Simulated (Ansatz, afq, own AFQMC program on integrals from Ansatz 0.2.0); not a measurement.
AFQMC on a folder of integrals that Ansatz 0.2.0 wrote.

```yaml
crystal:
  periodic: [false, false, false]
  atoms:
    - {symbol: O, position_ang: [0.000000, -0.065318, 0.000000]}
    - {symbol: H, position_ang: [0.000000, 0.518410, -0.761550]}
    - {symbol: H, position_ang: [0.000000, 0.518410, 0.761550]}
basis:
  gaussian: {orbitals: cc-pVQZ}
magnetization: {spin_polarized: false, initial_magnetization: 2}
correlation: {method: ccsd_t, electrons: outside_noble_gas, hamiltonian_folder: ham}
```

```sh
$ ansatz run in.yaml --threads 1 --pin off --events-out ev --progress --plain --max-ram 16896MiB --backend cuda --devices 0, --max-vram 18GiB
```

afq runs on the folder ham with

```
--method phaseless --trial hf --walkers 200 --populations 10 --least-time 40 --time-step 0.005 --steps-per-block 20 --equilibration-blocks 112 --max-blocks 4000 --target-error 0.0008500 --factor-cut 1e-05 --start spin_pure --seed 4362 --taylor-order 6
```

Times are imaginary, in 1/Eh. The walk had a cap of 69 s. With eight or more populations the least sampling time is a fifth of least-time, and the error comes from their spread.

Log:

```
orbitals 114  electrons 5 3  factors 685 of 685
reference energy -75.82702543 Eh
CCSD correlation -0.24872427 Eh in 10 cycles, weight of the determinant in the CISD state 0.9416
energy of the start -75.827028 Eh
 block  time / (1/Eh)  mean weight  energy / Eh
     1     0.100  1.0025  -75.936759
     2     0.200  1.0002  -75.995240
     3     0.300  1.0023  -76.034999
     4     0.400  1.0010  -76.042374
     5     0.500  1.0022  -76.049468
     7     0.700  1.0010  -76.075147
     9     0.900  0.9996  -76.090324
    29     2.900  0.9987  -76.064851
    85     8.500  0.9998  -76.080383
   141    14.100  1.0001  -76.078463
   197    19.700  1.0003  -76.098938
   253    25.300  0.9989  -76.076898
   309    30.900  1.0005  -76.082050
   365    36.500  0.9989  -76.078591
   421    42.100  1.0014  -76.070395
   477    47.700  1.0003  -76.117354
   533    53.300  0.9995  -76.062698
   589    58.900  0.9994  -76.069125
   645    64.500  0.9959  -76.114165
   701    70.100  0.9987  -76.094675
   757    75.700  1.0002  -76.068500
   813    81.300  0.9986  -76.054151
   869    86.900  1.0031  -76.075612
   925    92.500  1.0028  -76.073588
   981    98.100  1.0017  -76.091893
  1037   103.700  1.0006  -76.096413
  1093   109.300  0.9991  -76.078431
  1121   112.100  1.0020  -76.078126
error from the spread of 10 populations
energy -76.082751 +/- 0.001001 Eh
(rows thinned)
```

The run passed its tests (sampling time, drift between the halves within three errors, error under three times the target), which doesn't prove that it has relaxed, ending at its cap on processor time.

Against this walk (error 27.2 meV) on the same determinant: CCSD(T) 1.1 meV higher (within the noise), the released energy of a separate walk with a CISD trial 17.7 ± 28.0 meV lower (within the noise), a separate phaseless walk with a CISD trial and standard settings 8.3 ± 27.6 meV lower (within the noise). The error is statistical and leaves out the bias of the constraint.

Cautions: constraint bias not in the error; error above the target (27.2 against 23.1 meV); another spin lies lower (by 7.53 eV); so few walkers bias the energy.

The walk took 69 s on 2 threads of a server CPU with a shared H100 80 GB, shared host (the card was shared). The log's last line is the phaseless energy.

A walk keeps the symmetry of its determinant, which the program's search chose and which needn't be the lowest solution, so a lower state of the same spin and another symmetry isn't excluded.
